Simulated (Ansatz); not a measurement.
# CH5FSi: the cost of one run

Computed with Ansatz 0.2.0, driven from Python. The levels of theory stand in the script.

**1. The structure**

Bond lengths: C1–Si2 1.780 Å, Si2–F3 1.582 Å, C1–H4 1.102 Å, C1–H5 1.130 Å, C1–H6 1.129 Å, Si2–H7 1.492 Å, Si2–H8 1.451 Å. Angles: C1–Si2–F3 107.1°, C1–Si2–H7 111.7°, C1–Si2–H8 111.7°, F3–Si2–H7 108.5°, F3–Si2–H8 107.5°, H7–Si2–H8 110.2°, Si2–C1–H4 113.4°, Si2–C1–H5 113.3°, Si2–C1–H6 115.0°, H4–C1–H5 107.0°, H4–C1–H6 103.5°, H5–C1–H6 103.6°.

No structure file is read: the coordinates are typed or built in the script.

**2. The code**

Input file composite_ch5fsi.py:

```python
"""Relax CH5FSi cheaply, then refine its energy."""

import itertools

import ansatz
from ase.data import atomic_numbers, covalent_radii
import numpy as np

geometry_ang = [
    ("C", (-0.4865, 0.6442, -0.4114)),
    ("Si", (0.4359, -0.6469, 0.3952)),
    ("F", (1.8937, -0.6288, -0.2188)),
    ("H", (-0.5107, 0.5458, -1.5091)),
    ("H", (-1.5591, 0.7122, -0.062)),
    ("H", (-0.087, 1.6878, -0.2491)),
    ("H", (0.5379, -0.4151, 1.8657)),
    ("H", (-0.1319, -1.9564, 0.1336)),
]
mol = ansatz.Crystal.molecule()
for symbol, xyz in geometry_ang:
    mol = mol.atom(symbol, xyz)

calc = (
    mol.calculation()
    .basis(gaussian="def2-SVP")
    .functional("pbe0", dispersion="d4")
)
symbols = [site.symbol for site in mol.cartesian_sites]
start = np.array([site.position_ang for site in mol.cartesian_sites], dtype=float)
r = calc.relax(force_tolerance=0.01, max_steps=100).run().report
end = np.array(r["positions_ang"])
# pairs closer than 1.2 times the sum of covalent radii, before or after
radius = [covalent_radii[atomic_numbers[s]] for s in symbols]
span = lambda where, i, j: np.linalg.norm(where[i] - where[j])
bonded = [(i, j) for i, j in itertools.combinations(range(len(symbols)), 2) if min(span(start, i, j), span(end, i, j)) < 1.2 * (radius[i] + radius[j])]
print("pair        before    after (A)")
for i, j in bonded:
    print(f"{symbols[i]}{i}-{symbols[j]}{j}".ljust(10), f"{span(start, i, j):8.4f} {span(end, i, j):8.4f}")

minimum = ansatz.Crystal.molecule()
for symbol, place in zip(symbols, end):
    minimum = minimum.atom(symbol, place.tolist())
at_minimum = minimum.calculation()
# MP2 extrapolated to the basis limit, plus the small-basis difference CCSD(T) - MP2
level = lambda method, basis: at_minimum.basis(gaussian=basis).correlation(method).run().report
small, large, cluster = level("mp2", "cc-pVDZ"), level("mp2", "cc-pVTZ"), level("ccsd_t", "cc-pVDZ")
corr = lambda each: (each["free_energy_ev"] - each["reference_energy_ev"]) / 27.211386246
mp2_limit = (27 * corr(large) - 8 * corr(small)) / 19
pieces = {"HF / cc-pVTZ": large["reference_energy_ev"] / 27.211386246, "MP2 correlation, DZ-TZ limit": mp2_limit, "CCSD(T) - MP2 / cc-pVDZ": corr(cluster) - corr(small)}
for name, value in pieces.items():
    print(f"{name:32s} {value:14.6f} Ha")
print(f"{'sum':32s} {sum(pieces.values()):14.6f} Ha")
print("T1 diagnostic", round(cluster["correlation"]["coupled_cluster"]["t1_diagnostic"], 4))
```

**3. Running it**

The run is started by

```sh
> python composite_ch5fsi.py
```

What time and memory should one allow on 1 thread of Arm Neoverse V1, shared host?

About 20 s, with a peak of 0.33 GiB.
